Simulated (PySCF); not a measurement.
A geometry optimisation of BHO with PBE0-D4/def2-TZVP

The starting geometry of this gas-phase singlet was optimised with GFN2-xTB.

```csv
atom,x (Å),y (Å),z (Å)
B,-1.3108,-0.1496,-0.5181
O,-0.3673,0.4458,-0.0096
H,0.3638,0.9070,0.3842
```

Q: Where would you expect an optimisation with PBE0-D4/def2-TZVP to take it?

A: It keeps its bonds.

The energy falls by 0.18 eV over 77 steps:

```tsv
step	E − E(last) (eV)
1	0.184
9	0.119
18	0.119
26	0.119
35	0.118
43	0.118
52	0.110
60	0.077
69	0.000
77	0.000
```

Final geometry (Å):

| atom | x (Å) | y (Å) | z (Å) |
| --- | --- | --- | --- |
| B | -1.2377 | -0.0918 | -0.6202 |
| O | -0.4655 | 0.3354 | 0.3278 |
| H | 0.3115 | 0.8866 | 0.1827 |

No frequencies were run, so the end isn't proven a minimum. Run with PySCF 2.14.0, 50 s on 2 threads of Arm Neoverse V2 (shared host).
